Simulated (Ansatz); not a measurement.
Consider the isomerisation: `C=C(C)C(C)C` → `CC/C=C/CC`.

Program: Ansatz. Geometries: PBE0-D4/def2-TZVP. ΔE: electronic, gas phase. CBS: MP2 limit from def2 TZ/QZ plus the TZ coupled-cluster correction, frozen cores. Functionals use def2-TZVPP. Each species was taken in one conformer, which may not be the lowest.

Question: Is it downhill or uphill in electronic energy at CCSD(T)/CBS, and by how much? (An estimate is asked.)

Answer: Computed: Uphill: ΔE = +0.08 eV.

Question: What do these levels give: LDA (SPW92), PBE-D4, PBE-QIDH, revPBE, r2SCANh, MP2/CBS(def2)? (Best estimate.)

Answer: The calculation gave: LDA (SPW92) 0.08, PBE-D4 0.04, PBE-QIDH 0.04, revPBE -0.08, r2SCANh 0.04, MP2/CBS(def2) 0.10 eV.

Largest T1 diagnostic among the species: 0.009.

In def2-TZVPP, CCSD(T) changes the Hartree–Fock value by +0.15 eV (the triples alone add +0.02 eV) and MP2 by +0.18 eV. The D4 term adds +0.09 eV with B3LYP and +0.05 eV with PBE0; it sums over pairs of atoms, weighted by their polarisabilities, and B3LYP, whose exchange is more repulsive, gets the larger term.

B3LYP here is the variant with VWN-RPA as its local correlation; programs differ in this.
